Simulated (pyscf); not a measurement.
# Addition across a multiple bond or ene-type step: O=Ru(=O)=O (SMILES [O]=[Ru](=[O])=[O]) [singlet] + HCl (SMILES Cl) -> O=Ru(=O)(OH)–Cl (SMILES [O]=[Ru](=[O])([OH])[Cl]) [singlet]

Gas phase, singlet surface, charge 0. Bonds broken: Cl5–H6. Bonds formed: Ru2–Cl5, O4–H6. PySCF, gas phase, ωB97X-D3(BJ)/def2-SVP geometries.

Transition state (Å):

```xyz
6

O      0.2697     2.4638    -0.0488
Ru     0.4422     0.8263     0.0926
O      1.7084     0.3232     1.0065
O     -1.1570     0.1684     0.3091
Cl     0.3652    -1.5483    -1.0800
H     -0.7614    -1.0175    -0.4067
```

One imaginary mode, 1134i cm⁻¹; descent along it reached the two sides named.

```tsv
bond	change	reactant side (Å)	saddle	product side
Cl5–H6	breaks	1.285	1.416	2.475
Ru2–Cl5	forms	3.7	2.6	2.244
O4–H6	forms	2.377	1.441	0.975
```

Electronic energies relative to the separated reactants (kJ/mol):

```json
[
 {"level": "ωB97X-D3(BJ)/def2-TZVP", "barrier": "68.8", "reaction energy": "-187.3", "reverse barrier": "256.1"},
 {"level": "PBE/def2-TZVP", "barrier": "47.1", "reaction energy": "-155.2", "reverse barrier": "202.2"},
 {"level": "r²SCAN/def2-TZVP", "barrier": "48.2", "reaction energy": "-172.4", "reverse barrier": "220.6"},
 {"level": "B3LYP-D3(BJ)/def2-TZVP", "barrier": "64.8", "reaction energy": "-169.1", "reverse barrier": "233.9"},
 {"level": "PBE0-D3(BJ)/def2-TZVP", "barrier": "58.3", "reaction energy": "-182.8", "reverse barrier": "241.1"},
 {"level": "M06-2X/def2-TZVP", "barrier": "70.9", "reaction energy": "-190.2", "reverse barrier": "261.1"},
 {"level": "ωB97M-D3(BJ)/def2-TZVP", "barrier": "81.6", "reaction energy": "-169.7", "reverse barrier": "251.3"}
]
```

With ωB97M-D3(BJ)/def2-TZVP energies and thermal terms (ideal gas, 1 atm, RRHO with modes under 100 cm⁻¹ raised to 100, one conformer, R ln 2 for chiral ones without a mode under 150 cm⁻¹), in kJ/mol:

```tsv
T (K)	ΔH‡	ΔG‡	ΔH	ΔG
298	77.2	116.8	-156.1	-115.1
600	77.4	157.0	-154.8	-73.9
900	79.0	196.5	-152.2	-34.0
1200	81.0	235.4	-149.3	+5.0
```

One saddle was located; it need not be the lowest between these sides. A restricted solution here is unstable towards spin polarisation, so biradical character is likely and single-reference numbers are less safe. Elements past Kr carry the def2 core potentials, without spin-orbit coupling.
